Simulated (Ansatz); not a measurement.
Structure relaxation of ScTa3

Theory: DFT PBE, scalar-relativistic, plane waves, PAW (Ansatz 0.2.0).

The start puts ScTa3 on the sites of a reported Cu3Pd cell (P4/mmm, No. 123), with Sc in place of Pd, Ta in place of Cu, at a guessed volume.

Input of the last, converged step (default PAW datasets):

```yaml
crystal:
  lattice:
    - [4.2933781521, 0.0, 0.0]
    - [0.0, 4.2933781521, 0.0]
    - [0.0, 0.0, 4.2305671747]
  atoms:
    - { symbol: Sc, position: [0.0, 0.0, 0.0] }
    - { symbol: Ta, position: [0.0, 0.5, 0.5] }
    - { symbol: Ta, position: [0.5, 0.0, 0.5] }
    - { symbol: Ta, position: [0.5, 0.5, 0.0] }
basis:
  ecutwfc: 420
kpoints:
  mp_grid: { grid: [12, 12, 12] }
hamiltonian:
  xc: pbe
scf:
  occupations: { method: gaussian, width: 0.1 }
output:
  forces: true
  stress: true
  eigenvalues: true
relax:
  adjacent_minimum: "off"
  f_tol: 0.01
  max_steps: 80
  cell: { stress_tol: 0.05 }
```

Launched as:

```bash
ansatz run input.yaml --threads 1 --pin off --max-ram 2560MiB --backend cpu --events-out ev --progress --plain --runs-dir out
```

The run took 4.7 min on 1 thread of Arm Neoverse V1, on a shared host, peak memory 0.61 GiB.

End of the output:

```
SCF converged after 6 iterations
Free energy (F): -31931.673725 eV
Harris-Foulkes:  -31931.673725 eV  (|F-HF|=0.00e0)
Internal energy: -31931.644194 eV  (E = F + TS)
E sigma→0 (E₀):  -31931.658959 eV
Entropy (-TS):   -0.029531 eV (-7.383 meV/atom)
Fermi energy:    16.286396 eV
--- Per-component energies (eV) ---
  E_band       = -490.172658
  E_kinetic    = 1358.555517
  E_local      = -2486.069770  (includes V_loc(G=0)·N_el)
  E_nonlocal   = 127.304683
  E_hartree    = 852.457538
  E_xc         = -759.102653
  E_vxc        = -740.568749  (∫ρ·V_xc dr)
  E_paw        = -26144.963044  (= ΣΔE_a)
  E_vpaw       = -454.309850  (= ΣTr[D̂ρ^β])
  E_aug_tail   = 0.000422  (compensation charges beyond the density's cutoff)
  E_ewald      = -4879.826887
  E_smearing   = -0.029531  (= −TS)
  E_closure    = 0.000000  (closes the sum)
  Σ components = -31931.673725   (vs F -31931.673725, Δ=0.00e0)
--- Forces (eV/Å), atoms counted from 1 ---
  atom   1  Sc     0.00000000     0.00000000     0.00000000
  atom   2  Ta     0.00000000     0.00000000     0.00000000
  atom   3  Ta     0.00000000     0.00000000     0.00000000
  atom   4  Ta     0.00000000     0.00000000     0.00000000
  max |Σ_I F_I| component: 5.29e-29 eV/Å
--- Stress (GPa, compression-positive) ---
        0.033527       0.000000       0.000000
        0.000000       0.033527       0.000000
        0.000000       0.000000      -0.046951
  P = ⅓ Tr σ = 0.0067 GPa (0.067 kbar)
--- Relaxed structure (10 steps of the walk, 9 accepted, 1 SCFs on fresh bases) ---
  F+E_penalty+E_count = -31931.67372484 eV   max|allowed force component| = 1.637e-29 eV/Å   (the final SCF, on the basis selected at the relaxed cell)
  cell:  # Å, volume = 76.0845 Å³
    - [4.771263, 0.000000, 0.0]
    - [0.000000, 4.771263, 0.0]
    - [0.0, 0.0, 3.342180]
  atoms:
    - { symbol: Sc, position: [0.000000, 0.000000, 0.0] }
    - { symbol: Ta, position: [0.000000, 0.5, 0.500000] }
    - { symbol: Ta, position: [0.5, 0.000000, 0.500000] }
    - { symbol: Ta, position: [0.5, 0.5, 0.0] }
```

Total energies depend on the potentials used, so only differences within one code and one set of settings carry meaning.

The result has space group P4/mmm (No. 123). Sc has 8 Ta at 2.91 Å, 2 Sc at 3.34 Å and 4 Ta at 3.37 Å; Ta on Wyckoff site e (2 atoms of the primitive cell) has 4 Sc at 2.91 Å, 4 Ta at 2.91 Å and 6 Ta at 3.34–3.37 Å; around Ta on Wyckoff site c (1 atom of the primitive cell) lie 8 Ta at 2.91 Å, 2 Ta at 3.34 Å and 4 Sc at 3.37 Å.

Against the elements it lies at 0.23 eV/atom. The zero of energy is the elements' standard structures at the same level; no fitted shifts are applied.

For metals, differences of a few meV/atom aren't resolved. Spin–orbit coupling is left out.

A structure relaxed within its symmetry needn't be a true minimum.